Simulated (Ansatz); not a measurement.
The end point of a relaxation of Sr. Space group Fm-3m (No. 225), fcc (Cu type). All values below come from r2SCAN (plane waves to 500 eV, PAW, scalar-relativistic; Ansatz, an electronic-structure program).

```xyz
1
Lattice="0.0000 3.0499 3.0499 3.0499 0.0000 3.0499 3.0499 3.0499 0.0000" Properties=species:S:1:pos:R:3 pbc="T T T"
Sr     0.0000     0.0000     0.0000
```

```yaml
volume_per_atom: 56.74 Å³
band_gap: no gap (metallic)
shortest_distances: 
k-mesh: 13×13×13
```

Band energies at high-symmetry points (eV from the Fermi level; labels of this space group; no spin-orbit coupling), from −5 eV up to 2.2 eV:

| point | energies |
|---|---|
| Γ | -3.78 |
| X | -0.55 0.54 0.98 |
| U | -0.03 0.36 0.84 |
| K | -0.03 0.36 0.84 |
| L | -1.04 -0.07 |
| W | 0.13 0.70 0.70 |

No spin polarisation in the result.

Measured for Sr: a 6.045 Å (static lattice; corrected from measurement; as listed in Gábor I. Csonka et al., Physical Review B (2009)). Computed minus measured — a: r2SCAN +0.9 %. The computed values are for a static lattice.

The run could not lose the symmetry of its start.
